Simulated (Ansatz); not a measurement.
## singlet BO(+): levels of theory in one basis

```xyz
2

B     0.0000    0.0000    0.0000
O     0.0000    0.0000    1.3255
```

Basis set: def2-SVP (spherical functions). Left uncorrelated: 2 orbitals. Charge 1, multiplicity 1.

Computed with Ansatz (development build ahead of 0.2.0); each method stands on the lowest determinant of its kind that the runs found.

```
      method  E − E(RHF) (eV)  <S²> of the determinant
         RHF             0.00                        –
         UHF            -2.68                     1.02
     RHF-MP2            -8.00                        –
     UHF-MP2            -7.30                     1.02
 UHF-CCSD(T)            -7.90                     1.02
RHF-CCSDT(Q)            -8.29                        –
```

What does RHF-CCSD(T) give on the same scale?

-8.17 eV.

Caution for RHF, RHF-MP2, RHF-CCSD(T), RHF-CCSDT(Q): an unrestricted determinant lies well below. Caution for UHF, UHF-MP2, UHF-CCSD(T): the unrestricted determinant is a mixture of spin states. Caution for UHF-MP2, UHF-CCSD(T): a plain start can end on a higher determinant; another reference gives a lower total.
